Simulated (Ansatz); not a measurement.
We consider KLaP4O12 (P2₁, No. 4; cell taken from a computed entry), described by LDA (plane waves, PAW; Ansatz, a program for electronic structure).

Input:

Ansatz 0.2 input:
```yaml
crystal:
  lattice:
    - [7.3602509466, 0.0, 0.0055911027]
    - [0.0, 8.5835873494, 0.0]
    - [-0.2769220854, 0.0, 8.0885915863]
  atoms:
    - { symbol: K, position: [0.2681276746, 0.0701038774, 0.7180939656] }
    - { symbol: K, position: [0.7318723254, 0.5701038774, 0.2819060344] }
    - { symbol: La, position: [0.7648382884, 0.2471188109, 0.7580297713] }
    - { symbol: La, position: [0.2351617116, 0.7471188109, 0.2419702287] }
    - { symbol: P, position: [0.1004806166, 0.3233758781, 0.1073864049] }
    - { symbol: P, position: [0.8995193834, 0.8233758781, 0.8926135951] }
    - { symbol: P, position: [0.430754828, 0.1238536686, 0.0988308536] }
    - { symbol: P, position: [0.569245172, 0.6238536686, 0.9011691464] }
    - { symbol: P, position: [0.3792813676, 0.4958835081, 0.6047351522] }
    - { symbol: P, position: [0.6207186324, 0.9958835081, 0.3952648478] }
    - { symbol: P, position: [0.0000145432, 0.0982622692, 0.3814767908] }
    - { symbol: P, position: [0.9999854568, 0.5982622692, 0.6185232092] }
    - { symbol: O, position: [0.0816804904, 0.4827401778, 0.1792067491] }
    - { symbol: O, position: [0.9183195096, 0.9827401778, 0.8207932509] }
    - { symbol: O, position: [0.3104226501, 0.2764156401, 0.1334362534] }
    - { symbol: O, position: [0.6895773499, 0.7764156401, 0.8665637466] }
    - { symbol: O, position: [0.9880468073, 0.2008762448, 0.2160879724] }
    - { symbol: O, position: [0.0119531927, 0.7008762448, 0.7839120276] }
    - { symbol: O, position: [0.1680640131, -0.0003289798, 0.3881773047] }
    - { symbol: O, position: [0.8319359869, 0.4996710202, 0.6118226953] }
    - { symbol: O, position: [0.6859842388, 0.4824561563, 0.9246550369] }
    - { symbol: O, position: [0.3140157612, 0.9824561563, 0.0753449631] }
    - { symbol: O, position: [0.5549095453, 0.1580391275, 0.9601410212] }
    - { symbol: O, position: [0.4450904547, 0.6580391275, 0.0398589788] }
    - { symbol: O, position: [0.9691602537, 0.1988865953, 0.5294261139] }
    - { symbol: O, position: [0.0308397463, 0.6988865953, 0.4705738861] }
    - { symbol: O, position: [0.8301711221, 0.984569912, 0.346028076] }
    - { symbol: O, position: [0.1698288779, 0.484569912, 0.653971924] }
    - { symbol: O, position: [0.5464702722, 0.1294786793, 0.2704096306] }
    - { symbol: O, position: [0.4535297278, 0.6294786793, 0.7295903694] }
    - { symbol: O, position: [0.463454574, 0.3426260243, 0.6500041294] }
    - { symbol: O, position: [0.536545426, 0.8426260243, 0.3499958706] }
    - { symbol: O, position: [0.0390809565, 0.2927829043, 0.9317215132] }
    - { symbol: O, position: [0.9609190435, 0.7927829043, 0.0682784868] }
    - { symbol: O, position: [0.6071404542, 0.0562595055, 0.5676883383] }
    - { symbol: O, position: [0.3928595458, 0.5562595055, 0.4323116617] }
basis:
  ecutwfc: 520
  ecutrho_ratio: 4
  xc_grid: 2
kpoints:
  mp_grid: { grid: [6, 4, 4] }
  band_path:
    path:
      - [0.0, 0.0, 0.0]
      - [0.0, 0.166667, 0.0]
      - [0.0, 0.333333, 0.0]
      - [0.0, 0.5, 0.0]
      - [0.0, 0.5, 0.166667]
      - [0.0, 0.5, 0.333333]
      - [0.0, 0.5, 0.5]
      - [0.0, 0.333333, 0.5]
      - [0.0, 0.166667, 0.5]
      - [0.0, 0.0, 0.5]
      - [0.0, 0.0, 0.333333]
      - [0.0, 0.0, 0.166667]
      - [-0.1, 0.0, 0.1]
      - [-0.2, 0.0, 0.2]
      - [-0.3, 0.0, 0.3]
      - [-0.4, 0.0, 0.4]
      - [-0.5, 0.0, 0.5]
      - [-0.5, 0.166667, 0.5]
      - [-0.5, 0.333333, 0.5]
      - [-0.5, 0.5, 0.5]
      - [-0.4, 0.5, 0.4]
      - [-0.3, 0.5, 0.3]
      - [-0.2, 0.5, 0.2]
      - [-0.1, 0.5, 0.1]
      - [-0.166667, 0.5, 0.0]
      - [-0.333333, 0.5, 0.0]
      - [-0.5, 0.5, 0.0]
      - [-0.5, 0.333333, 0.0]
      - [-0.5, 0.166667, 0.0]
      - [-0.5, 0.0, 0.0]
      - [-0.333333, 0.0, 0.0]
      - [-0.166667, 0.0, 0.0]
    npoints: 1
hamiltonian:
  xc: lda
  dispersion: none
  pseudopotentials: { kind: paw }
scf:
  occupations: { method: fermi_dirac, width: 0.01 }
  convergence: { dr2_threshold: 0.0000000036 }
output:
  forces: true
  stress: true
  eigenvalues: true
  write_bands: true
```

Excerpt of the program's output:

```
Crystal: 36 atoms, lattice volume = 511.029 Å³
Basis set: ecut = 520 eV, 13717 PW (Γ), exchange–correlation on 120×128×128 points (8 copies of the dense FFT grid, shifted against one another)
Bands: 148, of which v1, the nominal top of the filled ones, is band 112 counted from 1 (111 counted from 0)
Symmetry: 2 space group operations
Space group: P21 (ITA 4), of the structure as read, at distance tolerance 8.0e-5 Å
k-points: 42 of 96 (time reversal used)
Functional: x = slater, c = lda
SCF iter   1: F=—  HF=-34309.334196 eV  |F-HF|=—  |Δ(HF+E_count)|=         —  Δρ=1.24e-2  dr2=7.00e-1
SCF iter   2: F=—  HF=-34309.138573 eV  |F-HF|=—  |Δ(HF+E_count)|=   1.96e-1  Δρ=4.15e-3  dr2=4.33e-2
  ...
SCF iter  10: F=—  HF=-34309.123796 eV  |F-HF|=—  |Δ(HF+E_count)|=   1.67e-8  Δρ=2.55e-6  dr2=2.63e-8
SCF iter  11: F=-34309.123796 eV  HF=-34309.123796 eV  |F-HF|=5.24e-10  |Δ(HF+E_count)|=   4.82e-9  Δρ=5.68e-7  dr2=1.80e-9
SCF 1 converged in 11 iterations: F = -34309.123796 eV  dr2 = 1.80e-9
SCF converged after 11 iterations
Free energy (F): -34309.123796 eV
  ...
  atom  12  P     -0.03566869    -0.03538300    -0.02977164
  atom  13  O      0.05455133    -0.31972825    -0.13586550
  atom  14  O     -0.05455133    -0.31972825     0.13586550
  atom  15  O     -0.17595726    -0.23858286    -0.10604792
  atom  16  O      0.17595726    -0.23858286     0.10604792
  atom  17  O      0.22885481     0.01949987     0.12146422
  atom  18  O     -0.22885481     0.01949987    -0.12146422
  atom  19  O     -0.33634460     0.18307966    -0.06328091
  atom  20  O      0.33634460     0.18307966     0.06328091
  atom  21  O     -0.22623634     0.31248502    -0.13456037
  atom  22  O      0.22623634     0.31248502     0.13456037
  atom  23  O     -0.23947939    -0.04614910     0.24046154
  atom  24  O      0.23947939    -0.04614910    -0.24046154
  atom  25  O      0.01850748    -0.26073479    -0.26486627
  atom  26  O     -0.01850748    -0.26073479     0.26486627
  atom  27  O     -0.05904905     0.26729784     0.15930132
  atom  28  O      0.05904905     0.26729784    -0.15930132
  atom  29  O     -0.07834912    -0.31331680    -0.10378159
  atom  30  O      0.07834912    -0.31331680     0.10378159
  atom  31  O     -0.09917794     0.35016630    -0.04226999
  atom  32  O      0.09917794     0.35016630     0.04226999
  atom  33  O      0.04293946     0.04408608     0.35852052
  atom  34  O     -0.04293946     0.04408608    -0.35852052
  atom  35  O      0.07570494    -0.06006025    -0.36344905
  atom  36  O     -0.07570494    -0.06006025     0.36344905
--- Stress (GPa, compression-positive) ---
       -4.136853       0.000000       0.042027
        0.000000      -4.210372       0.000000
        0.042027       0.000000      -4.204347
  P = ⅓ Tr σ = -4.1839 GPa (-41.839 kbar)
```

The PAW data were made under PBE.

Note: cell and atoms aren't relaxed at this level (largest force component 0.36 eV/Å, pressure -4.2 GPa).

The result took roughly 9 core-minutes.
